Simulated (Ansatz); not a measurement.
Relaxation of H5OSi (7 atoms, charge 0, multiplicity 2), to a largest force component of 0.03 eV/Å in at most 50 steps.

These are results of UKS PBE0/def2-SVP (Ansatz 0.2.0), not measurements.

```xyz
7
Properties=species:S:1:pos:R:3
Si 0.007 0.011 -0.088
H 0.018 0.029 1.385
H 1.412 0.000 -0.589
H -0.705 1.222 -0.589
H -0.702 -1.216 -0.564
O -0.009 -0.015 3.591
H -0.535 -0.833 3.483
```

Q: Where does it end, and by what steps?

A: It converged. The force dipped under the threshold on the way, but the program's further checks kept it going. After 37 steps the energy has fallen by 1.312 eV; H2 moved furthest, 1.61 Å. Parted: Si1–H2 (1.47 → 3.12 Å). Joined: H2–O6 (2.21 → 0.96 Å).

```tsv
step	energy less start (eV)	largest force component (eV/Å)	accepted
0	0.0000	0.460	yes
2	-0.0047	0.575	yes
4	-0.0137	0.020	yes
6	-0.0187	0.230	yes
8	-0.0482	0.354	yes
10	-0.1120	0.795	yes
12	-0.8329	2.495	yes
14	-1.1632	0.807	yes
16	-1.1052	1.034	no
18	-1.2484	0.267	yes
20	-1.1561	2.666	no
22	-1.2974	0.086	yes
24	-1.2030	2.385	no
26	-1.3108	0.012	yes
28	-1.3111	0.044	yes
30	-1.3113	0.019	yes
32	-1.3117	0.090	yes
34	-1.3121	0.053	yes
36	-1.3123	0.049	yes
37	-1.3124	0.003	yes
```

```xyz
7
Properties=species:S:1:pos:R:3
Si -0.245 0.165 -0.135
H 0.455 0.364 2.903
H 1.247 0.199 -0.082
H -0.713 0.829 -1.399
H -0.767 -1.234 -0.093
O 0.214 -0.511 2.577
H -0.703 -0.614 2.857
```

Whether the end is a true minimum wasn't checked by a vibrational analysis.

Time of the run: 96 s on 1 thread of Arm Neoverse V1 (shared host), peak memory 0.13 GiB.
